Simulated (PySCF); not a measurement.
**BO+: from the state search to spectroscopic constants**

The task here is to estimate one member of a computed series from the others.

Computed with PySCF 2.14.0. Level: B cc-pVDZ, O cc-pVDZ, no relativity.

The first run:

A driver script around PySCF takes these settings:

```json
{
 "atoms": "B, O",
 "charge": "1",
 "basis": "B cc-pVDZ, O cc-pVDZ",
 "Hamiltonian": "no relativity",
 "basis functions": "28",
 "electrons treated": "12",
 "masses in u": "11.0093, 15.9949",
 "levels": "PBE0, PBE, r²SCAN, PBEsol, M06-2X, M06-L, HSE06, HF, MP2, SCS-MP2, CCSD, CCSD(T)",
 "grid": "80 radial by 434 angular points",
 "occupations": "held fixed by the projection of orbital angular momentum",
 "dissociation limit": "B+ + O, each in its ground configuration",
 "starting distance in angstrom": "1.515",
 "values of 2S to try": "0, 2"
}
```

Launch:

```console
> OMP_NUM_THREADS=1 python dia.py task.json out
```

Steps of the session up to this table: Set-up; The PBE0 curve of the state that the search chose; Higher solutions at PBE0; PBE (GGA); r²SCAN (meta-GGA); PBEsol; M06-2X; M06-L (meta-GGA); HSE06 (range-separated hybrid); RHF (mean field); MP2 and coupled cluster.

One of the session's tables, all rows but one given; the rest of the session is left out.

Energy (eV) from each level's lowest point:

| R (Å) | RHF | RHF-MP2 | RHF-SCS-MP2 | RHF-CCSD | RHF-CCSD(T) |
| --- | --- | --- | --- | --- | --- |
| 1.029 | 1.299 | 2.301 | 2.227 | n/a | n/a |
| 1.076 | 0.458 | 1.195 | 1.134 | 0.960 | 1.131 |
| 1.124 | 0.068 | 0.517 | 0.473 | 0.338 | 0.461 |
| 1.160 | 0.000 | 0.219 | 0.188 | 0.095 | 0.174 |
| 1.196 | ? | ? | ? | ? | ? |
| 1.232 | 0.272 | 0.000 | 0.000 | 0.023 | 0.000 |
| 1.280 | 0.656 | 0.048 | 0.070 | 0.191 | 0.093 |
| 1.339 | 1.257 | 0.271 | 0.316 | 0.551 | 0.364 |
| 1.411 | 2.019 | 0.843 | 0.886 | 1.094 | 0.842 |
| 1.507 | 2.866 | 2.313 | 2.268 | n/a | n/a |

**Question.** Estimate the row for R (Å) = 1.196.

Worked estimate for «RHF». A straight line through the neighbours (1.160, 0.000) and (1.232, 0.272) gives 0.000 + (0.272 − 0.000) × (1.196 − 1.160) / (1.232 − 1.160) = 0.136; a parabola fitted to 4 rows on both sides gives 0.083.

**Answer.** RHF: 0.079; RHF-MP2: 0.057; RHF-SCS-MP2: 0.041; RHF-CCSD: 0.000; RHF-CCSD(T): 0.031. In «RHF» the line misses by +0.057 and the parabola by +0.004.
